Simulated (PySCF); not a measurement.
Homolysis of single bonds, series B F-SiH3. All species are isolated molecules in the gas phase. Strings in code marks are SMILES.

The numbers are results of PBE-D3(BJ)/def2-TZVP (PySCF), not measurements. 

| species | dipole moment (D) |
|---|---|
| whole molecule (`FB(F)F`) | 0.00 |
| whole molecule (`FB(F)[SiH3]`) | (withheld) |
| radical fragment (`[B](F)[SiH3]`) | 0.50 |
| whole molecule (`B([SiH3])([SiH3])F`) | 0.20 |
| radical fragment (`[SiH3][B][SiH3]`) | 0.19 |
| whole molecule (`[SiH3]B([SiH3])[SiH3]`) | 0.09 |

Problem. Complete the blanks.

Solution. 
- whole molecule (`FB(F)[SiH3]`), dipole moment (D): 0.86
